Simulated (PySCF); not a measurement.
## Spectroscopy problems

- geometry from PBE0-D3(BJ)/def2-SVP
- σ from GIAO-PBE0/pcSseg-1
- J: B3LYP/pcJ-1 (spin–dipole term left out of most H,H and C,H couplings)
- run in PySCF
- rapidly exchanging positions averaged, no relativistic terms, one conformer, isolated molecule

Shifts are taken against calculated references (same method and geometry level): TMS for ¹H, ¹³C. Multiplet labels drop J under 1 Hz and among equivalent protons, and merge close values. Unscaled 3J(H,H) run several per cent high. One-bond C–F couplings are unscaled and too large by tens of Hz. Shifts are as computed. Against solution values, carbons near 30 ppm lie about +2 ppm off and those near 130 ppm about +4 ppm. Of 246 compounds with measured shifts, 49 miss one by over three times the rms of a fit or turn the order of signals round; such compounds aren't used in these exercises. OH and NH positions are gas-phase values without hydrogen bonding to other molecules.

Task: C5H8O. ¹H NMR (500 MHz, computed): δ 2.29 (s, 1H), 1.41 (s, 6H), 0.37 (br s, 1H). ¹³C{¹H} NMR (computed): δ 92.2 (C), 77.1 (CH), 64.1 (C), 32.9 (CH3). What is it?

Result: 2-methyl-3-butyn-2-ol. Rings plus π bonds: 2 (no ring in the answer). 4 carbon signals for 5 carbons: some carbons are equivalent by symmetry or fast rotation. Carbon types of the structure: 2 × C, 1 × CH, 2 × CH3, leaving 1 H on heteroatoms. δC 92.2: alkyne carbon; the triple bond shields along its axis, which puts it between sp3 and sp2 carbons. δC 77.1: terminal alkyne carbon; the triple bond shields along its axis, which puts it between sp3 and sp2 carbons. δC 64.1: propargylic fully substituted sp3 carbon bonded to O; deshielded by the electronegative neighbour. δC 32.9: methyl carbon; aliphatic region, no heteroatom directly attached.

This is the structure that produced the data.

Task: C6H5FO. ¹H NMR (400 MHz, computed): δ 7.21 (m, 1H), 6.69 (dt, J = 11.0, 2.3 Hz, 1H), 6.66 (ddd, J = 9.3, 8.4, 2.3 Hz, 1H), 6.26 (dd, J = 8.9, 2.3 Hz, 1H), 3.95 (br s, 1H). ¹³C{¹H} NMR (computed): δ 172.3 (d, J = 314.8 Hz), 163.8 (d, J = 9.3 Hz), 135.6 (d, J = 7.4 Hz), 111.8 (d, J = 19.5 Hz), 111.6, 106.9 (d, J = 23.1 Hz). Identify the compound.

Result: 3-hydroxy-1-fluorobenzene (Oc1cccc(F)c1). Rings plus π bonds: 4 (1 ring in the answer). 6 carbon signals for 6 carbons: no two carbons are equivalent. Carbon types of the structure: 2 × C, 4 × CH, leaving 1 H on heteroatoms. δC 172.3: aromatic carbon bearing fluorine; the electronegative substituent deshields the carbon that carries it. δC 163.8: aromatic carbon bearing oxygen; σ withdrawal by the attached heteroatom moves it downfield of the ring CH carbons. δC 135.6, 111.8, 111.6, 106.9: aromatic CH. δH 3.95: hydrogen on a phenol-type oxygen; exchangeable, gas-phase position.

The shifts were computed for this structure.
